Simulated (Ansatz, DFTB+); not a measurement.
## Errors in the dipole moment

8 molecules of light elements (H to F); the dipole moment in D, computed less measured. Shapes, held fixed at every level: PBE0-D4/def2-TZVP. No vibrational averaging. Dipoles are compared by magnitude; molecules under 1 D, whose direction can flip, are left out. Programs: Ansatz 0.2.0, DFTB+ 25.1. Measured values: NIST CCCBDB.

Levels: A = DFTB2-D4; B = PBE-D4/def2-TZVPP; C = PBE0/def2-SVP; D = wB97M-V/def2-TZVPP.

| molecule | measured | A | B | C | D |
| --- | --- | --- | --- | --- | --- |
| H2CO (formaldehyde) | 2.33 | -0.65 | -0.21 | -0.14 | 0.00 |
| CH3N (SMILES C=N) | 2.00 | -0.99 | -0.11 | -0.07 | +0.01 |
| CH4O (methanol) | 1.70 | -0.39 | -0.14 | -0.03 | -0.06 |
| CH5N (methylamine) | 1.31 | -0.67 | -0.06 | +0.03 | 0.00 |
| C2H5N (N-methylmethanimine) | 1.53 | -0.76 | -0.17 | -0.09 | -0.02 |
| C3H3NO (oxazole) | 1.50 | -0.44 | +0.06 | +0.05 | +0.07 |
| C3H6O (propylene oxide) | 2.01 | -0.02 | -0.25 | -0.04 | -0.08 |
| C4H5N (pyrrole) | 1.84 | +0.11 | +0.09 | +0.19 | +0.11 |

(1) Which level does best on this set, which worst, and which err to one side?

Results:

(1) 
```
             level                    kind  mean error  mean absolute error  worst case
          DFTB2-D4          semi-empirical      -0.476                0.504        CH3N
 PBE-D4/def2-TZVPP                     GGA      -0.099                0.136       C3H6O
     PBE0/def2-SVP           global hybrid      -0.013                0.080       C4H5N
wB97M-V/def2-TZVPP  range-separated hybrid      +0.004                0.044       C4H5N
```

On this set wB97M-V/def2-TZVPP has the smallest mean absolute error and DFTB2-D4 the largest. DFTB2-D4 is too low in 7 of 8; PBE-D4/def2-TZVPP is too low in 6 of 8. The tabulated value of C4H5N is in doubt (older tables, estimates, or at odds with other calculations) and kept here. Over the 7 molecules whose values aren't doubted the mean absolute errors are A 0.560; B 0.143; C 0.064; D 0.034. The set is small.
